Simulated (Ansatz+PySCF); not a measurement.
# doublet CH₃O: levels of theory in one basis

| atom | x (Å) | y (Å) | z (Å) |
| --- | --- | --- | --- |
| H | -1.2349 | -0.8804 | 0.1043 |
| C | -0.6885 | 0.0365 | -0.0643 |
| O | 0.6671 | -0.1163 | 0.0257 |
| H | 1.0876 | 0.7440 | -0.0660 |
| H | -1.1070 | 0.9541 | 0.1684 |

Basis set: cc-pVTZ (spherical functions). Frozen core: 2 orbitals. Correlation on ROHF uses semicanonical orbitals with singles. Charge 0, multiplicity 2.

Computed with Ansatz (development build ahead of 0.2.0) and PySCF 2.14.0; each method stands on the lowest determinant of its kind that the runs found.

```
  method  E − E(ROHF) (eV)  <S²> of the determinant
    ROHF              0.00                     0.75
     UHF             -0.12                     0.76
ROHF-MP2            -10.82                        –
 UHF-MP2            -10.81                     0.76
```

Q: What does ROHF-CCSD(T) give on the same scale?

A: -11.69 eV.
